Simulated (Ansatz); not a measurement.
```yaml
crystal:
  periodic: [false, false, false]
  atoms:
    - {symbol: Ga, position_ang: [-1.922773, -0.418481, -0.002477]}
    - {symbol: Si, position_ang: [0.533440, -1.404865, -0.010786]}
    - {symbol: Ga, position_ang: [1.715971, 0.963114, 0.006658]}
    - {symbol: H, position_ang: [-0.558634, 1.471215, 0.011295]}
basis:
  gaussian: {orbitals: def2-TZVP}
magnetization: {spin_polarized: true, initial_magnetization: 3}
hamiltonian: {xc: pbe0}
relax: {f_tol: 0.004, max_steps: 80}
```

```sh
$ ansatz run in.yaml --threads 1 --pin off --events-out ev --progress --plain --max-ram 2176MiB
```

Steps of the relaxation (energy above the last step; positions in Å, forces in eV/Å):

```
4
step 1, 746.8 meV
Ga   -1.923   -0.418   -0.002    0.892    0.770    0.005
Si    0.533   -1.405   -0.011   -0.045    0.119    0.001
Ga    1.716    0.963    0.007   -1.178   -0.016    0.000
H    -0.559    1.471    0.011    0.331   -0.873   -0.007
```

```
4
step 2, 237.0 meV
Ga   -1.790   -0.276   -0.001    0.546    0.547    0.004
Si    0.541   -1.425   -0.011    0.027   -0.070   -0.001
Ga    1.522    0.982    0.007   -0.771    0.047    0.001
H    -0.505    1.331    0.010    0.199   -0.524   -0.004
```

```
4
step 3, 72.0 meV
Ga   -1.654   -0.137    0.000   -0.123   -0.164   -0.001
Si    0.561   -1.478   -0.011    0.038   -0.099   -0.001
Ga    1.328    0.995    0.007    0.200   -0.041    0.000
H    -0.467    1.230    0.009   -0.115    0.303    0.002
```

```
4
step 4, 47.3 meV
Ga   -1.623   -0.149   -0.001    0.074   -0.013    0.000
Si    0.582   -1.532   -0.012   -0.001    0.002    0.000
Ga    1.313    0.965    0.007   -0.047   -0.059    0.000
H    -0.504    1.327    0.010   -0.026    0.070    0.001
```

```
4
step 7, 2.1 meV
Ga   -1.430   -0.130    0.000   -0.083    0.058    0.000
Si    0.617   -1.625   -0.012    0.043   -0.113   -0.001
Ga    1.156    0.852    0.006    0.024    0.099    0.001
H    -0.575    1.515    0.012    0.016   -0.043    0.000
```

```
4
step 9, 0.0 meV
Ga   -1.445   -0.126    0.000    0.001    0.001    0.000
Si    0.619   -1.631   -0.013    0.000    0.000    0.000
Ga    1.165    0.865    0.006   -0.001    0.000    0.000
H    -0.571    1.503    0.012    0.000   -0.001    0.000
```

Close pairs at the end: Ga1–H4 1.849 Å, Ga3–H4 1.849 Å, Ga1–Si2 2.555 Å, Si2–Ga3 2.555 Å, Ga1–Ga3 2.792 Å.

A stationary point of unrestricted PBE0 after 9 steps, with ⟨S²⟩ = 3.763 against 3.75 for a pure state; no frequencies were run, so it isn't proven a minimum. 73 s on 1 thread of Intel Xeon 6975P-C, shared host.
